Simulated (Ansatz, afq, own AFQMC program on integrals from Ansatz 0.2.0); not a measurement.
**WO, septet: AFQMC among the cluster methods**

```tsv
atom	x (Å)	y (Å)	z (Å)
W	0.0000	0.0000	0.0000
O	0.0000	0.0000	1.7032
```

Basis def2-TZVP with its core potentials. Noble-gas cores (and the filled d shells of Ga–Kr and In–Xe) are frozen. AFQMC by an in-house program on the Cholesky factors that Ansatz 0.2.0 writes for its CCSD(T) run. ph-AFQMC/CISD is guided by a CISD state made of CCSD amplitudes; releasing the constraint for a short imaginary time cuts its bias at the price of noise, slowly where states lie close. Error bars are statistical, one sigma. No spin–orbit coupling. The metal's outer-core s and p shells are frozen, which shifts wave-function levels against functionals.

Determinant: UHF, the one that the program's search chose, which needn't be the lowest solution. The geometry is a PBE0/def2-TZVP stationary point of this or a neighbouring charge and spin state.

No full CI on the walks' own integrals is used here; CCSDT(Q) serves as the reference and is uncertain by about the last step of the cluster series.

Cautions: no spin-orbit coupling; outer-core shells of the metal frozen; another spin lies lower; released walk and highest rung disagree (by 18 meV at 1.00 1/Eh, later times being noisier).

* T1 diagnostic: 0.0188
* weight of the determinant in the CISD state: 0.907
* ⟨S²⟩ of the determinant: 12.011
* size of the correlated space: 12 electrons in 66 orbitals

Reference: CCSDT(Q), correlation energy -7.967 eV. The released energy is read at 1.00 1/Eh, later times being too noisy (meV from the phaseless value at times in 1/Eh: -10 ± 4 at 0.24, -16 ± 5 at 0.50, -17 ± 4 at 1.00, -4 ± 12 at 1.50).

| level | E − E(reference) (mEh) | share of correlation (%) |
| --- | --- | --- |
| HF | 292.78 | 0.00 |
| MP2 | 27.11 | 90.74 |
| CCSD | 10.61 | 96.38 |
| CCSD(T) | 1.40 | 99.52 |
| CCSDT | 0.44 | 99.85 |
| ph-AFQMC/CISD | 1.28 ± 0.17 | 99.56 |
| released AFQMC | 0.65 ± 0.14 | 99.78 |

A walk keeps the symmetry of its determinant, which the program's search chose and which needn't be the lowest solution, so a lower state of the same spin and another symmetry isn't excluded. Released energies are given only where the last usable release times agree within the noise; a slower fall can still hide under it.
